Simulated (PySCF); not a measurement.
Gas-phase reaction: 4 SiH2Cl2 ⇌ 2 H3SiSiCl3 + 2 Cl + H2

Method: PySCF energies plus ideal-gas RRHO corrections (1 bar). † marks an energy on the PBE0/def2-TZVP geometry and frequencies; other levels use their own. Open shells (unrestricted): Cl (multiplicity 2, electronic degeneracy 6); the rest are closed-shell singlets. Spin-orbit splitting is ignored; it lowers the true energy and changes the entropy of Cl. H3SiSiCl3: computed as isolated molecules; such fragments, hydroxides, amides, oligomers or adducts are transient or little studied in the gas. The harmonic model lacks anharmonicity and excited electronic states, which grow with temperature; levels with a mode under 35 cm⁻¹ are left out. Internal rotation in H3SiSiCl3 is treated as a harmonic vibration of one conformer, which makes the entropy rough.

```tsv
level	ΔE electronic, kJ	ΔH°(298 K), kJ	ΔS°(298 K), J/K	ΔG°(1000 K), kJ
BLYP/def2-TZVP†	597	585	72	491
HF/def2-TZVP†	530	518	72	424
PBE0/def2-QZVP†	613	601	72	508
PBE0/def2-TZVP	610	598	72	504
r2SCAN/def2-TZVP†	613	601	72	508
LDA/def2-TZVP†	672	659	72	566
```
ΔH° is lowest at HF/def2-TZVP† and highest at LDA/def2-TZVP†. No reference value is set beside these.
